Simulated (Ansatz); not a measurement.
Ansatz (a program for electronic structure) input (CCSD(T)/STO-3G):

Ansatz 0.2 input:
```yaml
crystal:
  periodic: [false, false, false]
  atoms:
    - {symbol: C, position_ang: [-0.01056978, 0.49778310, 0.42770843]}
    - {symbol: F, position_ang: [0.01210757, -0.48553006, -0.48251610]}
    - {symbol: H, position_ang: [-0.98026178, 0.69384468, 0.86184822]}
    - {symbol: H, position_ang: [0.93471233, 0.68922727, 0.91454611]}
basis:
  gaussian:
    orbitals: STO-3G
magnetization: {spin_polarized: true, initial_magnetization: 1}
correlation: {method: ccsd_t, electrons: outside_noble_gas}
```

Output:

```
Functional definition: HF
integrals: 0.00 GiB planned
165 factors; integrals over basis functions are off by at most 1.6e-5 eV
mean field: 0.04 GiB planned
mean field evaluation 1: about -3714.1929 eV, gradient 1.0e1 eV
mean field evaluation 2: about -3714.2712 eV, gradient 1.0e1 eV
mean field evaluation 4: about -3715.2234 eV, gradient 1.4e0 eV
mean field evaluation 8: about -3715.2671 eV, gradient 1.9e-2 eV
mean field evaluation 16: about -3715.1726 eV, gradient 6.5e-1 eV
mean field -3715.26706684 eV, -136.5335464079 hartree, gradient 2.2e-6 eV, S^2 0.761131; 0 other end points of the search recorded, 0 dependent functions left out
2 core orbitals not correlated
reference -3715.26706684 eV, -136.5335464079 hartree; 7, 6 occupied and 3, 4 virtual orbitals, 165 factors
second order -1.49847826 eV of doubles, -0.00000000 eV of singles
coupled cluster: 0.04 GiB planned
cycle   1  -1.85221905 eV  change   -3.5e-1 eV  update   5.6e-2
cycle   2  -2.07077040 eV  change   -2.2e-1 eV  update   2.5e-2
cycle   3  -2.10432061 eV  change   -3.4e-2 eV  update   9.6e-3
cycle   4  -2.10578905 eV  change   -1.5e-3 eV  update   4.0e-3
cycle   5  -2.10599386 eV  change   -2.0e-4 eV  update   7.6e-4
cycle   6  -2.10606645 eV  change   -7.3e-5 eV  update   2.5e-4
cycle   7  -2.10585786 eV  change    2.1e-4 eV  update   9.5e-5
cycle   8  -2.10586345 eV  change   -5.6e-6 eV  update   2.9e-5
cycle   9  -2.10586512 eV  change   -1.7e-6 eV  update   1.2e-5
perturbative correction -0.03931682 eV, -0.0014448667 hartree
Total energy: -3717.41224879 eV, -136.6123803905 hartree
```

It need not be the lowest isomer of its formula.
